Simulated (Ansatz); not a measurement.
A made-up structure of CH2SSi, closed shell:

```
5
angstrom
C 0.1914 0.7557 -0.2558
Si -0.5427 -0.6397 0.2219
S 1.4342 -0.8390 0.2621
H -1.4360 -1.6827 0.5833
H 0.1509 1.7600 -0.5922
```

It is relaxed with PBE-D4/def2-SVP and then PBE0-D4/def2-TZVP (Ansatz 0.2.0). Atoms count as bonded within 1.22 times the sum of their covalent radii (H–H: 0.88 Å). The end point is not checked to be a true minimum.

**Question.** Does its bonding change? (A judgement: the text doesn't fix the answer.)

**Answer.** Computed: No: no bond forms or breaks.

Where it ends: The first stage lowers the energy by 1.88 eV in 18 steps. It ends as CH₂SSi ([CH]1[SiH][S]1):
```xyz
5
angstrom
C 0.1871 0.4517 -0.2100
Si -0.6220 -1.1931 -0.4788
S 1.4883 -0.3698 0.3438
H -1.3823 -1.0694 0.8415
H 0.1267 1.5349 -0.2773
```

Labels in which every atom is bracketed show which atoms are joined, not bond orders.

For scale, one of the runs: PBE0-D4/def2-TZVP relaxation, 117 basis functions, launched by `ansatz run in.yaml --threads 2 --pin off --events-out ev --progress --plain --max-ram 4352MiB`. The run took about 28 s on 2 CPU threads of an Arm Neoverse N1 (shared host).
